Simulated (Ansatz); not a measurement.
A run of Ansatz (development build ahead of 0.2.0) on singlet BH3 at this shape:

```yaml
atoms:
  - { symbol: B, position_ang: [0.0000, 0.0000, 0.0000] }
  - { symbol: H, position_ang: [1.3031, 0.0000, 0.0000] }
  - { symbol: H, position_ang: [-0.6515, 1.1285, 0.0000] }
  - { symbol: H, position_ang: [-0.6515, -1.1285, 0.0000] }
```

Its results:

```json
{
  "Converged": "yes",
  "Reference energy": "-26.38439 hartree",
  "Correlation energy": "-0.10661 hartree",
  "Total energy": "-26.49100 hartree",
  "Spin squared of the determinant": "0.000"
}
```

Problem. Which input gives this output? Name the method, the orbitals and the basis set, and write the input.

Solution. RHF-MP2 in def2-TZVP. An unrestricted run that stays on the closed shell gives the same numbers.

```yaml
crystal:
  periodic: [false, false, false]
  atoms:
    - { symbol: B, position_ang: [0.0, 0.0, 0.0] }
    - { symbol: H, position_ang: [1.30306, 0.0, 0.0] }
    - { symbol: H, position_ang: [-0.65153, 1.12848, 0.0] }
    - { symbol: H, position_ang: [-0.65153, -1.12848, 0.0] }
basis:
  gaussian: { orbitals: def2-TZVP }
hamiltonian:
  xc: hf
correlation:
  method: mp2
  frozen_orbitals: { B: 1, H: 0 }
```
